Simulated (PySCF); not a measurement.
# Ways to converge the SCF of PF (triplet)

Do solver options change the result for PF (triplet), or only the number of cycles?

The runs use PySCF 2.14.0; method and basis as typed in the scripts.

3 further runs of the same task are left out: 3 that didn't finish.

### 1 Starting geometry

PF (triplet): 2 atoms, charge 0, spin multiplicity 3.

No contacts short enough for the rule that draws bonds.

### 2 The run that the others are compared with

Input file input.py:

```python
from pyscf import gto, scf, cc

mol = gto.M(
    atom='P 0 0 0; F 0 0 1.932',
    basis='3-21g',
    charge=0,
    spin=2,
    symmetry=True,
    verbose=3,
)
mf = scf.UHF(mol)
mf.kernel()
mycc = cc.CCSD(mf)
mycc.kernel()
mycc.ccsd_t()
mf.dip_moment()
print('orbital energies (hartree):', [e[max(0, n-3):n+3].round(4) for e, n in zip(mf.mo_energy, mol.nelec)])
```

Started as:

```
$ OMP_NUM_THREADS=1 python input.py
```

Its log is not repeated here.

It gives: E(SCF) = -437.866092 Eh, E(CCSD) − E(SCF) = -0.16966 Eh, (T) = -0.00397 Eh, ⟨S²⟩ = 2.080, μ = 2.52 D (of the SCF density).

The bond length is a typed value, not an optimised one. The triplet is typed in the script; nothing here shows that it is the ground state.

### 3 Damping 0.95

Edit 1 changes damping: none → 0.95.

Input file input.py:

```python
from pyscf import gto, scf, cc

mol = gto.M(
    atom='P 0 0 0; F 0 0 1.932',
    basis='3-21g',
    charge=0,
    spin=2,
    symmetry=True,
    verbose=3,
)
mf = scf.UHF(mol)
mf.damp = 0.95
mf.diis_start_cycle = 8
mf.kernel()
mycc = cc.CCSD(mf)
mycc.kernel()
mycc.ccsd_t()
mf.dip_moment()
print('orbital energies (hartree):', [e[max(0, n-3):n+3].round(4) for e, n in zip(mf.mo_energy, mol.nelec)])
```

Started as:

```
$ OMP_NUM_THREADS=1 python input.py
```

### 4 Second-order solver on

Edit 2 changes second-order solver: off → on.

input.py, as its differences from that of step 2:

```diff
@@ -11,2 +11,3 @@
 mf = scf.UHF(mol)
+mf = mf.newton()
 mf.kernel()
```

### 5 Point-group symmetry off

Edit 3 changes point-group symmetry: on → off.

input.py, as its differences from that of step 2:

```diff
@@ -7,3 +7,2 @@
     spin=2,
-    symmetry=True,
     verbose=3,
```

### 6 Level shift 0.3 hartree

Edit 4 changes level shift: none → 0.3 hartree.

input.py, as its differences from that of step 2:

```diff
@@ -11,2 +11,3 @@
 mf = scf.UHF(mol)
+mf.level_shift = 0.3
 mf.kernel()
```

### 7 DIIS space 20

Edit 5 changes DIIS space: default → 20.

input.py, as its differences from that of step 2:

```diff
@@ -11,2 +11,3 @@
 mf = scf.UHF(mol)
+mf.diis_space = 20
 mf.kernel()
```

Q: Predict the outcome of this session. Wanted: for each run, E(SCF); from base; gap, α spin; SCF dipole; after the SCF.

As calculated:

```csv
run,E(SCF) (hartree),from base (eV),"gap, α spin (eV)",SCF dipole (D),after the SCF
base,-437.866092,0,13.50,2.52,CCSD(T) correlation -4.725 eV
damping 0.95,-437.866092,0.0000,13.50,2.52,CCSD(T) correlation -4.725 eV
second-order solver on,-437.866092,0.0000,13.50,2.52,CCSD(T) correlation -4.725 eV
point-group symmetry off,-437.866092,0.0000,13.50,2.52,CCSD(T) correlation -4.725 eV
level shift 0.3 hartree,-437.866092,0.0000,13.50,2.52,CCSD(T) correlation -4.725 eV
DIIS space 20,-437.866092,0.0000,13.50,2.52,CCSD(T) correlation -4.725 eV
```

What this shows: No change of the SCF energy comes from damping 0.95 or second-order solver on or point-group symmetry off or level shift 0.3 hartree or DIIS space 20.
